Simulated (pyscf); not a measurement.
This saddle point was located with ωB97X-D3(BJ)/def2-SVP in PySCF.

```xyz
6

Cl    -0.1452    -0.1433     0.7569
C      0.1280     0.0616    -1.1277
Cl     1.3152     1.3253    -1.3546
Cl    -1.4085     0.4979    -1.8396
Cl     0.7034    -1.4692    -1.7471
H     -0.3938    -0.3307     2.4768
```
Charge 0, spin multiplicity 2.

Surface: doublet, charge 0. Lowest wavenumbers (cm⁻¹): 1142i, 162, 162, 207, 207.

Q: What reaction is this the transition state of?

A: Cl–C(Cl)(Cl)–Cl (SMILES ClC(Cl)(Cl)Cl) + H• (SMILES [H]) <-> HCl (SMILES Cl) + Cl–C•(Cl)–Cl (SMILES Cl[C](Cl)Cl), an atom transfer read from left to right: C–Cl broken and Cl–H formed. At ωB97M-D3(BJ)/def2-TZVP it lies +7.7 kcal/mol from the left side and +45.3 kcal/mol from the right (each side as separated species at their lowest minima found). One saddle was located; it need not be the lowest between these sides. The angle at the transferred Cl is 180°.
